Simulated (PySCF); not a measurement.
# P2H2 (phosphanylidenephosphane) at wB97X-V/STO-3G

What is the energy change on altering one bond length of P2H2 (phosphanylidenephosphane) at wB97X-V/STO-3G? The job is set up through a Python script.

Program for the calculation: PySCF 2.14.0.

8 further runs of the same task are left out: 8 set aside as unsound or not needed.

## Step 1: The system as given

P2H2 has 4 atoms, charge 0, and is taken as a singlet. SMILES: `[H]/P=P/[H]`. Geometry: relaxed at GFN2-xTB.

Bond lengths: P1–P2 2.016 Å, P1–H3 1.403 Å, P2–H4 1.403 Å. Angles: P1–P2–H4 94.8°, P2–P1–H3 94.8°.

## Step 2: A single-point energy at wB97X-V/STO-3G

mol.xyz

```xyz
4
H2P2
P     -0.024370    -1.003630     0.088350
P      0.024420     1.003540    -0.088260
H      1.037260    -1.067570     1.003320
H     -1.037310     1.067660    -1.003410
```

job.py

```python
from pyscf import gto, dft

molecule = gto.M(
    atom='mol.xyz',
    basis='sto-3g',
    verbose=3,
    charge=0,
    max_memory=1860,
)

mf = dft.RKS(molecule)
mf.xc = 'wb97x-v'
mf.conv_tol = 1e-10
mf.nlcgrids.level = 1
mf.grids.level = 5
mf.kernel()
if not mf.converged:
    mf = mf.newton().run(mf.mo_coeff, mf.mo_occ)

e_final = mf.e_tot
print('Final energy', e_final)
```

Launch:

```bash
$ OMP_NUM_THREADS=1 python job.py
```

Standard output:

```text
converged SCF energy = -676.015997899479
Final energy -676.0159978994789
```

Wall time 8.7 s (1 thread of AMD EPYC 9R45 (Zen 5), shared host); peak memory 0.2 GiB.

## Step 3: The distorted shape

run.py

```python
from pyscf import gto, dft

system = gto.M(
    atom='''
P     -0.447347    -1.872416    -0.178900
P     -0.355148     1.920585    -0.512645
H      1.960137    -2.017415     1.896000
H     -2.361526     2.041755    -2.242028
''',
    spin=0,
    verbose=3,
    charge=0,
    max_memory=1860,
    basis='sto-3g',
    unit='bohr',
)

mf = dft.RKS(system)
mf.xc = 'wb97x-v'
mf.nlcgrids.level = 1
mf.conv_tol = 1e-10
mf.grids.level = 5
mf.kernel()
if not mf.converged:
    mf = mf.newton().run(mf.mo_coeff, mf.mo_occ)

e_final = mf.e_tot
print('Final energy', e_final)
```

Launch:

```bash
$ OMP_NUM_THREADS=1 python run.py
```

Standard output:

```text
converged SCF energy = -675.988478279502
Final energy -675.9884782795019
```

Run time: 9.9 s. Hardware: 1 thread of AMD EPYC 9R45 (Zen 5), shared host; peak memory 0.2 GiB.

## Step 4: Summary of results

At wB97X-V/STO-3G:

```
                                                         quantity          value
                                        first shape: total energy  -676.01600 Eh
                                       first shape: dipole moment         0.00 D
                                         first shape: HOMO energy       -6.10 eV
                                         first shape: LUMO energy        3.48 eV
                                       first shape: HOMO–LUMO gap        9.58 eV
                                    distorted shape: total energy  -675.98848 Eh
                                   distorted shape: dipole moment         0.40 D
                                     distorted shape: HOMO energy       -6.13 eV
                                     distorted shape: LUMO energy        3.45 eV
                                   distorted shape: HOMO–LUMO gap        9.57 eV
energy change with the P1–H3 bond stretched from 1.403 to 1.684 Å       0.749 eV
```

**Reading.** With the P1–H3 bond stretched from 1.403 to 1.684 Å the energy rises by 0.75 eV (72.3 kJ/mol). The first shape isn't relaxed at this level, so the change isn't measured from a minimum. The minimal basis adds a large error of its own. Mulliken charges (distorted shape) run from -0.12 on H3 to +0.12 on P1; they depend strongly on the basis.
